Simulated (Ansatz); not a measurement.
# C2H, doublet: energies of several shapes or isomers

Program: Ansatz, Gaussian basis, development build. Settings: cc-pVDZ; 2 core orbitals frozen; no relativity. Single-reference values can break down or jump between states where bonds are stretched.

Case A. A bond is stretched, to 2.20 times the sum of the covalent radii.

```
atom   x (Å)   y (Å)    z (Å)
   C  0.0000  0.0000   0.0000
   H  0.0000  0.0000  -2.3558
   C  0.0000  0.0000   1.2170
```

Case B. A bond is stretched, to 1.91 times the sum of the covalent radii.

```xyz
3

C     0.0000    0.0000    0.0000
H     0.0000    0.0000   -2.0417
C     0.0000    0.0000    1.2170
```

Case C:

```xyz
3

C     0.0000    0.0000    0.0000
H     0.0000    0.0000   -1.0470
C     0.0000    0.0000    1.6429
```

Case D. A bond is stretched, to 1.32 times the sum of the covalent radii.

```xyz
3

C     0.0000    0.0000    0.0000
H     0.0000    0.0000   -1.0470
C     0.0000    0.0000    2.0080
```

Case E. A bond is stretched, to 2.79 times the sum of the covalent radii.

| atom | x (Å) | y (Å) | z (Å) |
| --- | --- | --- | --- |
| C | 0.0000 | 0.0000 | 0.0000 |
| H | 0.0000 | 0.0000 | -2.9840 |
| C | 0.0000 | 0.0000 | 1.2170 |

Energy less that of case A, in eV:

```tsv
case	RCCSD	RCCSD(T)
B	-0.819	-0.580
C	-2.684	-2.431
D	+0.378	+0.283
E	+0.174	–
```

Problem. What does UCCSD(T) give for these differences?

Solution. B: -0.623 eV; C: -2.568 eV; D: +0.194 eV; E: +0.240 eV.

Problem. Which case is lowest, and do the methods agree?

Solution. C is lowest in UCCSD(T). Of the methods shown, RCCSD agrees.
